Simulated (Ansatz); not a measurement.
Geometry optimisation, UKS B3LYP-D4/STO-3G in Ansatz.

Input file:

```yaml
crystal:
  periodic: [false, false, false]
  atoms:
    - { symbol: O, position_ang: [0.295, 0.1106, -2.4269] }
    - { symbol: H, position_ang: [-0.592, 0.3749, -2.1703] }
    - { symbol: H, position_ang: [0.2141, -0.6825, -2.9597] }
    - { symbol: C, position_ang: [-0.6142, -0.063, 1.4293] }
    - { symbol: C, position_ang: [0.6433, 0.1292, 1.0884] }
    - { symbol: H, position_ang: [-1.4217, 0.0634, 0.7261] }
    - { symbol: H, position_ang: [-0.9012, -0.3505, 2.4286] }
    - { symbol: H, position_ang: [1.4472, 0.0049, 1.7964] }
    - { symbol: H, position_ang: [0.9295, 0.4131, 0.088] }
magnetization:
  spin_polarized: true
basis:
  gaussian: { orbitals: STO-3G }
hamiltonian:
  xc: b3lyp
  dispersion: d4
relax:
  f_tol: 0.02
  max_steps: 40
```

Command:

```bash
$ ansatz run input.yaml --threads 1 --pin off --max-ram 2048MiB --backend cpu --events-out ev --progress --plain --runs-dir out
```

**Question.** Where does it end, and by what steps?

**Answer.** The forces met the threshold. The force dipped under the threshold on the way, but the program's further checks kept it going. Limits of this set-up: minimal basis. After 24 steps the energy has fallen by 0.552 eV; H3 moved furthest, 0.63 Å.

| step | energy less start (eV) | largest force component (eV/Å) | accepted |
| --- | --- | --- | --- |
| 0 | 0.0000 | 4.792 | yes |
| 1 | -0.3661 | 0.795 | yes |
| 2 | -0.4333 | 1.024 | yes |
| 3 | -0.4565 | 1.252 | yes |
| 4 | -0.5122 | 0.714 | yes |
| 5 | -0.5357 | 0.413 | yes |
| 6 | -0.5334 | 0.811 | no |
| 7 | -0.5458 | 0.126 | yes |
| 8 | -0.5495 | 0.083 | yes |
| 9 | -0.5503 | 0.024 | yes |
| 10 | -0.5506 | 0.017 | yes |
| 11 | -0.5507 | 0.040 | yes |
| 12 | -0.5508 | 0.043 | yes |
| 13 | -0.5509 | 0.083 | yes |
| 14 | -0.5510 | 0.059 | yes |
| 15 | -0.5512 | 0.058 | yes |
| 16 | -0.5513 | 0.086 | yes |
| 17 | -0.5514 | 0.053 | yes |
| 18 | -0.5515 | 0.014 | yes |
| 19 | -0.5516 | 0.065 | yes |
| 20 | -0.5517 | 0.023 | yes |
| 21 | -0.5517 | 0.005 | yes |
| 22 | -0.5518 | 0.043 | yes |
| 23 | -0.5518 | 0.026 | yes |
| 24 | -0.5519 | 0.014 | yes |

```xyz
9
Properties=species:S:1:pos:R:3
O 0.561 0.180 -2.072
H -0.278 0.728 -2.291
H 0.199 -0.742 -2.335
C -0.654 -0.127 1.437
C 0.496 0.074 0.793
H -1.605 -0.252 0.904
H -0.719 -0.180 2.531
H 1.434 0.191 1.353
H 0.564 0.127 -0.321
```

Whether the end is a true minimum wasn't checked by a vibrational analysis.

Run time: 37 s on 1 thread of Arm Neoverse V1, with other jobs on the host, peak memory 0.11 GiB.
